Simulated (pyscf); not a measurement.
H₃C–CH₃ + H₃C–Si(OH)(OH)–OH → H₃C–Si(CH₃)(OH)–OH + H₃C–OH, a four-centre exchange (singlet surface; C–C, O–Si broken, C–Si, C–O formed). PySCF, gas phase, ωB97X-D3(BJ)/def2-SVP geometries. Energies in kJ/mol from the separated reactants.

Small-basis levels: PySCF, no dispersion term, spherical d functions. AM1 to PM7: differences of heats of formation from MOPAC, which are fitted to 298 K values and so differ in kind from electronic energies by zero-point and thermal terms. Cost: rough CPU time at the saddle relative to B3LYP/6-31G*, from one job on a shared machine.

```csv
level,barrier,reaction energy,cost
HF/6-31G*,652.6,+174.2,0.1
MP2/6-31G*,567.9,+181.2,0.1
BP86/6-31G*,488.6,+158.8,2
PBE/6-31G*,478.3,+157.7,2
B3LYP/STO-3G,550.9,+84.3,0.5
B3LYP/3-21G,462.7,+165.5,0.7
B3LYP/6-31G*,535.4,+165.7,1
M06-2X/6-31G*,525.5,+168.8,3
B3LYP/6-311+G**,542.9,+156.8,2
B3LYP/def2-SVP,538.0,+159.6,1
PM6,466.0,+120.0,under 0.02
PM7,519.4,+124.2,under 0.02
ωB97M-D3(BJ)/def2-TZVP,531.4,+170.8,–
```

Against the last row the barrier runs from -68.7 (B3LYP/3-21G) to +121.2 kJ/mol (HF/6-31G*). ωB97M-D3(BJ)/def2-TZVP has limits of its own. On the product side the descent ends in a bound adduct (not fully relaxed), 45.5 kJ/mol under the separated species and 418.0 kJ/mol under the saddle at ωB97X-D3(BJ)/def2-TZVP. The same reactants have a lower exit, to CH₃• + CH₃• + H₃C–Si(OH)(OH)–OH (no saddle counted: cutting one bond costs +410.4 kJ/mol at ωB97M-D3(BJ)/def2-TZVP, against +531.4 kJ/mol here). This is the saddle that the search found; another between the same sides may lie lower.
